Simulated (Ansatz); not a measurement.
Zinc-blende BeSe, treated with PBE-D4 in Ansatz (PAW).

Settings: plane-wave cutoff 520 eV, 12×12×12 k mesh, Fermi–Dirac smearing 0.01 eV, scalar-relativistic PAW data made under PBE.

The cell is scaled about its equilibrium volume:

```csv
V (Å³/atom),P (GPa),direct gap at Γ (eV),smallest gap on the k mesh (eV)
15.799,5.64,4.933,2.462
16.135,3.58,4.769,2.513
16.471,1.71,4.610,2.561
16.807,0.01,4.458,2.606
17.143,-1.53,4.311,2.649
17.479,-2.93,4.169,2.690
17.816,-4.20,4.033,2.727
```

The fundamental gap (2.61 eV at the equilibrium volume, with added k points) lies elsewhere than Γ–Γ.

Spin–orbit coupling is not included.

Ansatz is a program for electronic structure.
